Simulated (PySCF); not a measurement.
## Do core-level shifts follow atomic charges?

C₃H₂FPS.
Atom-mapped SMILES: `[F:1][c:2]1[cH:3][p:4][cH:5][s:6]1`

Cartesian coordinates in Å at the GFN2-xTB level; atoms count from 1:
```
atom  x, y, z in Å
F1     2.290   -0.617   -0.421
C2     1.016   -0.287   -0.193
C3     0.609    0.937    0.205
P4    -1.130    1.139    0.445
C5    -1.467   -0.474    0.011
S6    -0.174   -1.515   -0.427
H7     1.316    1.734    0.365
H8    -2.451   -0.907   -0.010
```

Binding energies: delta-SCF UKS SCAN, pcX-2 on the ionised atom, pcseg-1 elsewhere, spin-free X2C (PySCF). Charges: PBE0/pcSseg-1 ground-state density, for the ionised atom.

| atom | environment | C 1s (eV) | Mulliken (e) | IAO (e) | Hirshfeld (e) | ESP (e) |
| --- | --- | --- | --- | --- | --- | --- |
| C3 | aromatic CH carbon | 290.50 | -0.420 | -0.448 | -0.153 | -0.159 |
| C5 | aromatic CH next to a ring sulfur | 290.87 | -0.582 | -0.581 | -0.147 | -0.345 |
| C2 | aromatic C–F carbon | 293.42 | +0.167 | +0.148 | +0.059 | +0.123 |

Problem. How well does each charge scheme correlate with the binding energies over these sites?

Solution. Hirshfeld: r = 1.00, slope 13.1 eV per e; IAO: r = 0.96, slope 3.9 eV per e; Mulliken: r = 0.95, slope 3.8 eV per e; ESP: r = 0.87, slope 5.8 eV per e. Hirshfeld charges have the highest r, on only 3 points.

Problem. The point-charge model writes a binding energy as kq + V + constant, with V the potential of the other atoms' charges at the site. What does it give with the ESP charges?

Solution. V = Σ 14.40 eV Å × q/r over all other atoms: +2.22 eV at C3, +4.07 eV at C5, -2.04 eV at C2. Fitting binding energy − V to q gives k = 19.0 eV per e and leaves an rms residual of 0.92 eV, against 0.65 eV for the fit on q alone. The model has no term for differences in relaxation between sites.

Isolated species at its GFN2-xTB geometry, gas phase.
